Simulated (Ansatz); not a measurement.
CH3O (SMILES C[O]) moved off its minimum; all values from Ansatz (a quantum-chemistry and plane-wave program), cores frozen in correlated methods. Open shells are unrestricted.
(charge 0, multiplicity 2)
```xyz
5

C     -0.63671     0.18595     0.07622
O      0.80661    -0.13543    -0.12686
H     -0.95786    -0.10864     1.04084
H     -0.75049     1.05468    -0.40161
H     -0.99641    -0.53431    -0.48373
```

Forces at PBE/def2-TZVPP (eV/Å):

```tsv
atom	Fx	Fy	Fz
C1	5.965	-0.994	2.377
O2	-1.856	0.399	0.705
H3	-0.438	0.621	1.575
H4	-1.267	3.951	-1.137
H5	-2.405	-3.977	-3.519
```

Task: Give the forces (eV/Å), the total energy and the dipole at CCSD(T)/cc-pVTZ.

Result: 
```json
[
 {"atom": "C1", "Fx": "5.591", "Fy": "-1.352", "Fz": "2.158"},
 {"atom": "O2", "Fx": "-1.712", "Fy": "0.412", "Fz": "0.746"},
 {"atom": "H3", "Fx": "-0.301", "Fy": "0.877", "Fz": "1.342"},
 {"atom": "H4", "Fx": "-1.259", "Fy": "3.767", "Fz": "-0.872"},
 {"atom": "H5", "Fx": "-2.320", "Fy": "-3.704", "Fz": "-3.373"}
]
```
Energy -114.8427 hartree, dipole 2.11 D.
